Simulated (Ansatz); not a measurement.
# Al3H (triplet): the correlation ladder, cc-pVDZ

An exercise on one series of results from a longer session: the logs are not shown, and one member is left open.

Method: cc-pVDZ, core rule «outside noble gas», up to 15 orbitals frozen; program: Ansatz 0.2.0, Gaussian basis.

To be run: UHF; CCSD(T) on ROHF; CCSD(T) on UHF; BCCD(T) on ROHF; CISD as a restricted active space (open shells left free, so some higher excitations enter); CCSDT(Q) on ROHF; CCSDT(Q) on UHF; CASSCF and NEVPT2, 10 electrons in 13 orbitals.

4 further runs of the same task are left out: 4 set aside as unsound or not needed. Runs told in other sessions of the task aren't counted.

## The system

The geometry is a PBE0/def2-TZVP stationary point (not a proven minimum) of the parent state, kept for this charge and spin.

4 atoms, charge 0, spin multiplicity 3.

Atoms are counted from 1 here; the program's logs count them from 0.

Bond lengths: Al1–Al2 2.547 Å, Al1–Al3 2.547 Å, Al1–H4 1.599 Å, Al2–Al3 2.395 Å. Angles: Al2–Al1–Al3 56.1°, Al2–Al1–H4 152.0°, Al3–Al1–H4 152.0°, Al1–Al2–Al3 62.0°, Al1–Al3–Al2 62.0°.

Set-up of the first run:

Input file in.yaml:

```yaml
crystal:
  periodic: [false, false, false]
  atoms:
    - {symbol: Al, position_ang: [0.000000, 0.000002, 1.460462]}
    - {symbol: Al, position_ang: [0.000000, 1.197487, -0.787372]}
    - {symbol: Al, position_ang: [0.000000, -1.197488, -0.787370]}
    - {symbol: H, position_ang: [0.000000, 0.000003, 3.059176]}
basis:
  gaussian: {orbitals: cc-pVDZ}
magnetization: {spin_polarized: true, initial_magnetization: 2}
hamiltonian: {xc: hf}
output: {orbitals: {seedname: orbitals}}
```

Started as:

```console
$ ansatz run in.yaml --threads 1 --pin off --events-out ev --progress --plain --max-ram 4096MiB --backend cpu
```

Steps of the session up to this table: UHF; CCSD(T) on ROHF; CCSD(T) on UHF; BCCD(T) on ROHF; CISD as a restricted active space (open shells left free, so some higher excitations enter); CCSDT(Q) on ROHF; CCSDT(Q) on UHF; CASSCF and NEVPT2, 10 electrons in 13 orbitals.

One table of the session follows, with a row left open; its other results are not shown here.

It belongs to the step «Misses and costs». 

| method | from UCCSDT(Q) (meV) |
| --- | --- |
| ROHF | +5895.1 |
| UHF | +5653.2 |
| RMP2 | +1273.3 |
| UMP2 | +1461.1 |
| CISD | +972.1 |
| RCCSD | +419.6 |
| UCCSD | +418.2 |
| RCCSD(T) | ? |
| UCCSD(T) | +90.2 |
| BCCD(T) | +85.1 |
| RCCSDT | +34.5 |
| UCCSDT | +33.4 |
| RCCSDT(Q) | +1.8 |
| UCCSDT(Q) | 0 |
| CASSCF valence | +2950.0 |
| NEVPT2 valence | +825.5 |

**Question.** Estimate the row for RCCSD(T).

The run gave: from UCCSDT(Q) (meV): +84.6. In the column «from UCCSDT(Q) (meV)» it lies between RCCSDT (+34.5) and BCCD(T) (+85.1).

Caveats from the session: Restricted and unrestricted rows rest on different reference determinants; a gap between their highest levels can come from leftover correlation error, from unlike frozen cores or from another state.
